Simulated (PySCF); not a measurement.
# Changing the system itself: NaCl⁺

Aim: change spin, charge, geometry, field or solvent of NaCl⁺, one at a time, and compare with the base run.

Computed with PySCF 2.14.0. Level: each script names its method and basis.

3 further runs of the same task are left out: 3 that didn't finish.

### 1 The system as given

NaCl⁺: 2 atoms, charge 1, spin multiplicity 2.

Bond lengths: Na1–Cl2 2.829 Å.

### 2 Base script

File input.py:

```python
from pyscf import gto, scf
from pyscf.geomopt.geometric_solver import optimize

mol = gto.M(
    atom='Na 0 0 0; Cl 0 0 2.829',
    basis='cc-pvdz',
    charge=1,
    spin=1,
    verbose=4,
)
mf = scf.ROHF(mol)
mf.kernel()
mol_eq = optimize(mf, maxsteps=30)
print('optimised geometry (angstrom)')
print(mol_eq.tostring('raw'))
print('orbital energies (hartree):', mf.mo_energy[..., max(0, mol.nelec[1]-3):mol.nelec[0]+3].round(4))
```

Started as:

```
$ OMP_NUM_THREADS=1 python input.py
```

Its log is not repeated here.

In short: at the starting geometry E(SCF) = -621.147539 Eh, 8 cycles, optimised bond 2.948 Å in 6 steps; the optimisation lowers the energy by 0.007 eV.

### 3 Bond 10 Å

Variant 1 changes bond length: 2.829 Å → 10 Å.

File input.py:

```python
from pyscf import gto, scf
from pyscf.geomopt.geometric_solver import optimize

mol = gto.M(
    atom='Na 0 0 0; Cl 0 0 10',
    basis='cc-pvdz',
    charge=1,
    spin=1,
    verbose=4,
)
mf = scf.ROHF(mol)
mf.kernel()
mol_eq = optimize(mf, maxsteps=30)
print('optimised geometry (angstrom)')
print(mol_eq.tostring('raw'))
print('orbital energies (hartree):', mf.mo_energy[..., max(0, mol.nelec[1]-3):mol.nelec[0]+3].round(4))
```

Started as:

```
$ OMP_NUM_THREADS=1 python input.py
```

### 4 Bond 2.914 Å

Variant 2 changes bond length: 2.829 Å → 2.914 Å.

input.py: that of step 2 with these lines changed.

```diff
@@ -4,3 +4,3 @@
 mol = gto.M(
-    atom='Na 0 0 0; Cl 0 0 2.829',
+    atom='Na 0 0 0; Cl 0 0 2.914',
     basis='cc-pvdz',
```

### 5 Sextet

Variant 3 changes spin (2S): 1 → 5.

input.py: that of step 2 with these lines changed.

```diff
@@ -7,3 +7,3 @@
     charge=1,
-    spin=1,
+    spin=5,
     verbose=4,
```

### 6 PCM, ε = 2.27

Variant 4 changes solvent: none (gas phase) → PCM, ε = 2.27; step after the SCF: optimize → analyze.

File input.py:

```python
from pyscf import gto, scf, solvent

mol = gto.M(
    atom='Na 0 0 0; Cl 0 0 2.829',
    basis='cc-pvdz',
    charge=1,
    spin=1,
    verbose=4,
)
mf = scf.ROHF(mol)
mf = solvent.PCM(mf)
mf.with_solvent.eps = 2.27
mf.kernel()
mf.analyze()
print('orbital energies (hartree):', mf.mo_energy[..., max(0, mol.nelec[1]-3):mol.nelec[0]+3].round(4))
```

### 7 Electric field 0.05 a.u.

Variant 5 changes electric field: none → 0.05 a.u.; step after the SCF: optimize → analyze.

File input.py:

```python
from pyscf import gto, scf

mol = gto.M(
    atom='Na 0 0 0; Cl 0 0 2.829',
    basis='cc-pvdz',
    charge=1,
    spin=1,
    verbose=4,
)
mf = scf.ROHF(mol)
field = 0.05  # electric field along z, atomic units
h = mf.get_hcore() + field*mol.intor('int1e_r')[2]
mf.get_hcore = lambda *args: h
e_nuc = mol.energy_nuc() - field*mol.atom_charges() @ mol.atom_coords()[:, 2]
mf.energy_nuc = lambda *args: e_nuc
mf.kernel()
mf.analyze()
print('orbital energies (hartree):', mf.mo_energy[..., max(0, mol.nelec[1]-3):mol.nelec[0]+3].round(4))
```

What does the calculation give? Wanted: for each run, E(SCF); from base; after the SCF.

**Answer**, as computed:

```csv
run,E(SCF) (hartree),from base (eV),cycles,after the SCF
base,-621.147539,0,8,"bond 2.948 Å, -0.007 eV"
bond 10 Å (poor choice),-621.138393,+0.2489,6,"bond 10.000 Å, 0.000 eV"
bond 2.914 Å,-621.147781,-0.0066,8,"bond 2.948 Å, -0.001 eV"
sextet,-620.353133,+21.6169,10,"bond 3.081 Å, -0.103 eV"
"PCM, ε = 2.27",-621.199841,-1.4232,8,n/a
electric field 0.05 a.u.,-621.185074,not comparable,13,n/a
```

SCF columns refer to the geometry typed in the script.

In words: Of the runs whose energies can be compared, “sextet” moves the SCF energy most (+21.617 eV). The sextet solution found lies 21.62 eV above the base doublet at this geometry and level. A continuum solvent with ε = 2.27 lowers the energy by 1.423 eV, a large gain because the system is charged. Rows marked «poor choice» come from settings spoiled on purpose.
